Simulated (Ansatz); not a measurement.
# AlSiH₃ (singlet): wave-function methods side by side, cc-pVDZ

An exercise on one series of results from a longer session: the logs are not shown, and one member is left open.

Program: Ansatz 0.2.0, Gaussian basis. Level of theory: cc-pVDZ, core rule «outside noble gas», up to 10 orbitals frozen. These are calculated values, not measurements.

Plan: UHF; CCSD(T) on RHF; BCCD(T) on RHF; CISD; CCSDT(Q) on RHF; CCSDTQ on RHF; CASSCF and MRCISD+Q, 10 electrons in 11 orbitals; CASSCF and NEVPT2, 10 electrons in 11 orbitals.

3 further runs of the same task are left out: 2 for a known fault of the program, 1 set aside as unsound or not needed.

### The system

The geometry is a PBE0/def2-TZVP stationary point (not a proven minimum).

5 atoms, charge 0, spin multiplicity 1.

Atoms are counted from 1 here; the program's logs count them from 0.

Bond lengths: Si1–Al2 2.263 Å, Si1–H3 1.620 Å, Si1–H4 1.620 Å, Al2–H3 1.904 Å, Al2–H4 1.904 Å, Al2–H5 1.593 Å. Angles: Al2–Si1–H3 55.8°, Al2–Si1–H4 55.8°, H3–Si1–H4 78.5°, Si1–Al2–H3 44.7°, Si1–Al2–H4 44.7°, Si1–Al2–H5 156.6°, H3–Al2–H4 65.1°, H3–Al2–H5 118.2°, H4–Al2–H5 118.2°, Si1–H3–Al2 79.5°, Si1–H4–Al2 79.5°.

As a file:

| atom | x (Å) | y (Å) | z (Å) |
| --- | --- | --- | --- |
| Si1 | -0.0068 | 0.0000 | 1.1479 |
| Al2 | -0.0741 | 0.0000 | -1.1139 |
| H3 | 0.8288 | 1.0249 | 0.2130 |
| H4 | 0.8288 | -1.0249 | 0.2130 |
| H5 | 0.5154 | 0.0000 | -2.5943 |

The first run:

in.yaml

```yaml
crystal:
  periodic: [false, false, false]
  atoms:
    - {symbol: Si, position_ang: [-0.006834, 0.000000, 1.147946]}
    - {symbol: Al, position_ang: [-0.074061, 0.000000, -1.113916]}
    - {symbol: H, position_ang: [0.828756, 1.024945, 0.213016]}
    - {symbol: H, position_ang: [0.828757, -1.024944, 0.213016]}
    - {symbol: H, position_ang: [0.515433, 0.000000, -2.594301]}
basis:
  gaussian: {orbitals: cc-pVDZ}
magnetization: {spin_polarized: true, initial_magnetization: 0}
hamiltonian: {xc: hf}
output: {orbitals: {seedname: orbitals}}
```

Started as:

```console
$ ansatz run in.yaml --threads 1 --pin off --events-out ev --progress --plain --max-ram 4096MiB --backend cpu
```

Among the steps run: UHF; CCSD(T) on RHF; BCCD(T) on RHF; CISD; CCSDT(Q) on RHF; CCSDTQ on RHF; CASSCF and MRCISD+Q, 10 electrons in 11 orbitals; CASSCF and NEVPT2, 10 electrons in 11 orbitals.

One table of the session follows, with a row left open; its other results are not shown here.

```
          method  from RCCSDTQ (kcal/mol)
             RHF                  +135.08
            RMP2                   +29.17
            CISD                   +17.35
           RCCSD                    +6.11
        RCCSD(T)                    +1.17
         BCCD(T)                    +1.15
          RCCSDT                    +0.36
       RCCSDT(Q)                        ?
         RCCSDTQ                        0
  CASSCF valence                   +74.71
  NEVPT2 valence                   +19.93
  MRCISD valence                    +5.13
MRCISD+Q valence                    +0.32
```

Estimate the missing values for RCCSDT(Q).

The run gave: from RCCSDTQ (kcal/mol): +0.02. In the column «from RCCSDTQ (kcal/mol)» it lies between RCCSDTQ (0) and MRCISD+Q valence (+0.32).
